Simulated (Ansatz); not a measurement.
# AlH4 (doublet): the correlation ladder at distance Al1–H4 along a hydrogen transfer = 2.081 Å, cc-pVTZ

Aim: climb from Hartree-Fock through coupled cluster and multireference methods for AlH4 (doublet) at one geometry and basis, and see what each rung misses.

Computed with Ansatz 0.2.0, Gaussian basis. Level: cc-pVTZ, core rule «outside noble gas», up to 5 orbitals frozen.

The runs, in order: UHF; CCSD(T) on ROHF; CCSD(T) on UHF; BCCD(T) on ROHF; CCSDT(Q) on ROHF; CCSDT(Q) on UHF; CASSCF and MRCISD+Q, 3 electrons in 3 orbitals; CASSCF and NEVPT2, 3 electrons in 3 orbitals; CASSCF and MRCISD+Q, 7 electrons in 8 orbitals; CASSCF and NEVPT4(SD), 7 electrons in 8 orbitals; CASSCF and NEVPT2, 7 electrons in 8 orbitals.

3 further runs of the same task are left out: 3 for a known fault of the program.

### Step 1. The geometry

The geometry derives from fragments relaxed apart (PBE0/def2-TZVP) and kept rigid, so it is no stationary point. A hydrogen atom is moved between rigid fragments.

5 atoms, charge 0, spin multiplicity 2.

Atoms are counted from 1 here; the program's logs count them from 0.

Bond lengths: Al1–H2 1.586 Å, Al1–H3 1.586 Å. Angles: H2–Al1–H3 120.0°.

### Step 2. UHF

The input, in.yaml:

```yaml
crystal:
  periodic: [false, false, false]
  atoms:
    - {symbol: Al, position_ang: [-0.114373, 0.000000, 0.000000]}
    - {symbol: H, position_ang: [-0.907297, 1.373384, 0.000000]}
    - {symbol: H, position_ang: [-0.907297, -1.373384, 0.000000]}
    - {symbol: H, position_ang: [1.966627, 0.000000, 0.000000]}
    - {symbol: H, position_ang: [2.909627, 0.000000, 0.000000]}
basis:
  gaussian: {orbitals: cc-pVTZ}
magnetization: {spin_polarized: true, initial_magnetization: 1}
hamiltonian: {xc: hf}
output: {orbitals: {seedname: orbitals}}
```

On the command line:

```
ansatz run in.yaml --threads 1 --pin off --events-out ev --progress --plain --max-ram 2816MiB --backend cpu
```

Further steps of the session: CCSD(T) on ROHF; CCSD(T) on UHF; BCCD(T) on ROHF; CCSDT(Q) on ROHF; CCSDT(Q) on UHF; CASSCF and MRCISD+Q, 3 electrons in 3 orbitals; CASSCF and NEVPT2, 3 electrons in 3 orbitals; CASSCF and MRCISD+Q, 7 electrons in 8 orbitals; CASSCF and NEVPT4(SD), 7 electrons in 8 orbitals; CASSCF and NEVPT2, 7 electrons in 8 orbitals.

**Question.** What will the summary of the whole plan be? Wanted: UCCSDT(Q) below the RHF energy; RMP2 from UCCSDT(Q); UMP2 from UCCSDT(Q); RCCSD from UCCSDT(Q); RCCSD(T) from UCCSDT(Q); UCCSD(T) from UCCSDT(Q); RCCSDT(Q) from UCCSDT(Q); NEVPT2 pair from UCCSDT(Q); MRCISD+Q pair from UCCSDT(Q).

As calculated:

| quantity | value |
| --- | --- |
| UCCSDT(Q) below the RHF energy | -3.8762 eV |
| RMP2 from UCCSDT(Q) | +19.99 kcal/mol |
| UMP2 from UCCSDT(Q) | +20.14 kcal/mol |
| RCCSD from UCCSDT(Q) | +1.95 kcal/mol |
| RCCSD(T) from UCCSDT(Q) | +0.46 kcal/mol |
| UCCSD(T) from UCCSDT(Q) | +0.46 kcal/mol |
| RCCSDT(Q) from UCCSDT(Q) | +0.02 kcal/mol |
| NEVPT2 pair from UCCSDT(Q) | +18.49 kcal/mol |
| MRCISD+Q pair from UCCSDT(Q) | -0.15 kcal/mol |
| NEVPT2 valence from UCCSDT(Q) | +16.82 kcal/mol |
| levels within 1 kcal/mol (43 meV) | RCCSD(T), UCCSD(T), BCCD(T), RCCSDT, UCCSDT, RCCSDT(Q), MRCISD+Q pair, MRCISD+Q valence |
| T1 diagnostic | 0.023 |
| effectively unpaired electrons | 1.02 |

**Reading.** RCCSD(T) lands +0.46 kcal/mol from the yardstick (0.5 % of the correlation energy). One determinant dominates. Of the multireference levels listed MRCISD+Q pair comes nearest in total energy (-0.15 kcal/mol), which doesn't show that its space is the better one. These misses are within one basis, not against nature; the frozen cores of restricted and unrestricted runs differ, which can shift their rows.
